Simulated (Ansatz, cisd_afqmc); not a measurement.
System: PH$_{2}$, charge 1, singlet. A triplet may lie lower; no result for it is given here. PH2+ (parent SMILES [PH2], singlet).
B3LYP-D3(BJ)/def2-TZVP minimum from Ansatz (a program for electronic structure):
```
P
H 1 1.4276
H 1 1.4276 2 91.90
```
Charge +1, spin multiplicity 1.

Total energies in cc-pV(T+d)Z, 6 correlated electrons, 5 frozen orbitals. Open shells are spin-unrestricted; no spin-orbit coupling. Cores are frozen in correlated methods. No relativity. AFQMC is phaseless with a CISD trial state; ± is one standard error, without the phaseless bias. Outlying blocks are dropped, and bars are widened where a walk drifts. Over all cases where full CI ran beside it in this data, AFQMC minus full CI had a median of +0.1 mEh and passed +0.4 mEh in a tenth of the cases. UCISD starts from a broken-symmetry determinant. The restricted determinant of H2P+ (parent SMILES [PH2], singlet) is unstable towards broken spin symmetry in at least one set run.

```
method          program         energy (Eh)  minus CCSDTQ (mEh)
-----------  ----------  ------------------  ------------------
HF               Ansatz          -341.54602              155.92
MP2              Ansatz          -341.66747               34.47
CCSD             Ansatz          -341.69675                5.19
CCSD(T)          Ansatz          -341.70095                0.99
UCCSD(T)         Ansatz          -341.70056                1.38
CCSDT(Q)         Ansatz          -341.70191                0.03
CCSDTQ           Ansatz          -341.70194                0.00
AFQMC/CISD   cisd_afqmc  -341.7017 ± 0.0003           0.3 ± 0.3
AFQMC/UCISD  cisd_afqmc  -341.7009 ± 0.0004           1.1 ± 0.4
```

Rough core times of Ansatz's runs on a shared machine: CCSD(T) under 20 s, UCCSD(T) under 20 s, CCSDT(Q) under 20 s, CCSDTQ 4 min.
